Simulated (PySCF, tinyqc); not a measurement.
Inside a calculation. Method: CID on RHF in the sto-3g basis, frozen core, for LiH, spin multiplicity 1. The lowest restricted solution is unstable here: a spin-polarised one lies 0.0031 hartree lower (PySCF). One step of it, computed by the program tinyqc.

Problem. CID: roots. Diagonalise (each vector has its largest component positive (the first on a tie)); all determinants have Ms = 0, so triplets appear too. The lowest singlet root is the correlation energy.

Occupation strings over the orbitals (2 doubly, a alpha, b beta, 0 empty; spin orbitals ordered 1a 1b 2a 2b ...): 220000 202000 20a00b 200200 200020 20b00a 200002

H - E(HF) between determinants (hartree), order 220000, 202000, 20a00b, 200200, 200020, 20b00a, 200002:
$$\begin{pmatrix}
0.000000 & 0.021967 & -0.045005 & 0.021168 & 0.021168 & 0.045005 & 0.130839 \\
0.021967 & 0.584225 & 0.108445 & 0.041382 & 0.041382 & -0.108445 & 0.031610 \\
-0.045005 & 0.108445 & 0.506374 & -0.011858 & -0.011858 & -0.031610 & 0.025065 \\
0.021168 & 0.041382 & -0.011858 & 0.621771 & 0.016869 & 0.011858 & 0.019169 \\
0.021168 & 0.041382 & -0.011858 & 0.016869 & 0.621771 & 0.011858 & 0.019169 \\
0.045005 & -0.108445 & -0.031610 & 0.011858 & 0.011858 & 0.506374 & -0.025065 \\
0.130839 & 0.031610 & 0.025065 & 0.019169 & 0.019169 & -0.025065 & 0.696083
\end{pmatrix}$$

Give: lowest roots of this matrix, relative to E(HF); lowest vectors; <S^2> of these roots; weight of the ground state by excitation level 0, 1, 2, ....

Solution.

lowest roots of this matrix, relative to E(HF) (hartree): [-0.0346, 0.4000, 0.4748, 0.6049, 0.6392, 0.6773, 0.7750]

lowest vectors, order 220000, 202000, 20a00b, 200200, 200020, 20b00a, 200002:
$$\begin{pmatrix}
0.9732 & 0.1241 & 0.0000 & 0.0000 \\
-0.0559 & 0.6532 & 0.0000 & 0.0000 \\
0.0941 & -0.4991 & 0.7071 & 0.0000 \\
-0.0188 & -0.1724 & 0.0000 & 0.7071 \\
-0.0188 & -0.1724 & 0.0000 & -0.7071 \\
-0.0941 & 0.4991 & 0.7071 & 0.0000 \\
-0.1773 & -0.0178 & 0.0000 & 0.0000
\end{pmatrix}$$

<S^2> of these roots: [0.0000, 0.0000, 2.0000, 0.0000, 0.0000, 0.0000, 0.0000]

weight of the ground state by excitation level 0, 1, 2, ...: [0.9470, 0.0000, 0.0530]
